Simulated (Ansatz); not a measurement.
**NS, doublet: the ladder up to full CI**

Geometry: a PBE0/def2-TZVP stationary point for this spin.

```json
{"atom": "N", "x (Å)": "0.0000", "y (Å)": "0.0000", "z (Å)": "0.0000"}
{"atom": "S", "x (Å)": "0.0000", "y (Å)": "0.0000", "z (Å)": "1.4856"}
```

Basis 6-31G; Ansatz 0.2.0. Only valence electrons are correlated (noble-gas cores frozen), which leaves 11 electrons in 16 orbitals. Prefix R: restricted or restricted open-shell reference; prefix U: unrestricted. Active spaces: valence = (11e, 8o) chosen from the atoms' valence shells.

Full CI is exact within this basis and frozen core; it isn't the basis-set limit. The frozen core follows each run's orbitals, which can shift R against U totals by a few meV.

Unrestricted rows (U) aren't spin-pure: their determinants' ⟨S²⟩ exceeds S(S+1) by up to 0.41, so they mix in states of higher spin. For open shells CISD and CISDTQ are restricted-active-space CI with the open shells as a complete middle space.

* UHF ⟨S²⟩: 1.161
* T1 diagnostic (RCCSD): 0.0333
* largest doubles amplitude (RCCSD): 0.156
* T1 diagnostic (UCCSD): 0.0854

```csv
level,E − E(RHF) (eV)
UHF,-0.3784
RMP2,-4.6674
UMP2,-3.7869
RCCSD,-4.7585
UCCSD,-4.7970
RCCSD(T),-4.9342
UCCSD(T),-4.9197
```

(1) Estimate how far full CI in 6-31G lies from RCCSD(T). The table doesn't fix it; the size of (T) and the diagnostics are the guide.

(1) Full CI in 6-31G lies 4.7 kJ/mol below RCCSD(T), which is 28 % of the (T) step (-17.0 kJ/mol). T1 is raised, a doubles amplitude is large, and the rest is a large part of (T). The miss exceeds 1 kcal/mol.

The other levels:

| level | E − E(full CI) (kJ/mol) | share of correlation (%) | wall time |
| --- | --- | --- | --- |
| CISD | 52.3 | 89.13 | 0.66 s |
| BCCD(T) | 4.9 | 98.98 | 0.63 s |
| RCCSDT | 3.2 | 99.34 | – |
| UCCSDT | 3.1 | 99.35 | – |
| CISDTQ | 2.9 | 99.41 | 10 s |
| RCCSDT(Q) | 0.5 | 99.90 | 3.8 s |
| UCCSDT(Q) | 0.2 | 99.96 | 4.9 s |
| RCCSDTQ | 0.4 | 99.91 | 39 s |
| UCCSDTQ | 0.4 | 99.92 | 42 s |
| CASSCF (valence space) | 195.5 | 59.33 | – |
| NEVPT2 (valence space) | 46.9 | 90.25 | 0.93 s |
| MRCISD (valence space) | 8.5 | 98.22 | – |
| MRCISD+Q (valence space) | 2.3 | 99.52 | 1.6 s |

The correlation energy at full CI, counted from RHF, is -4.983 eV. That run took 3.7 min on 1 thread of Arm Neoverse V2, shared host over 8,744,736 determinants.

Times hold each run's SCF and search for its determinant on a shared host, so for small cases they say little of a method's own cost; they ran on 1 thread of Arm Neoverse V2. Some runs computed forces too.

The full-CI state has the irrep B1 of C2v, in the program's axes (one component, if the state is degenerate).

Natural occupations of full CI about the gap: 1.975 1.959 1.958 1.895 1.021 0.110 0.039 0.013 0.012 0.008; effectively unpaired electrons, Σ n²(2−n)², 1.11.

Atomization energy (electronic, same basis, no zero-point term; atoms at the same level, unrestricted beside the R rows where the molecule is a closed shell, with restricted open-shell steps beyond CCSDT(Q)) at full CI: 169.4 kJ/mol. Errors of other levels:

| level | error (kJ/mol) |
| --- | --- |
| RHF | -322.1 |
| UHF | -294.3 |
| RMP2 | 5.7 |
| UMP2 | -82.1 |
| CISD | -50.0 |
| RCCSD | -20.5 |
| UCCSD | -17.0 |
| RCCSD(T) | -4.5 |
| UCCSD(T) | -6.1 |
| BCCD(T) | -4.6 |
| RCCSDT | -3.2 |
| UCCSDT | -3.3 |
| CISDTQ | -2.8 |
| RCCSDT(Q) | -0.5 |
| UCCSDT(Q) | -0.4 |
| RCCSDTQ | -0.5 |
| UCCSDTQ | -0.6 |
| CASSCF (valence space) | -36.8 |
| NEVPT2 (valence space) | 7.2 |
| MRCISD (valence space) | -6.2 |
| MRCISD+Q (valence space) | -2.4 |

This basis is far from its limit, so the value isn't to be set against a measured one. Truncated CI isn't size-consistent, which counts against it in atomization.
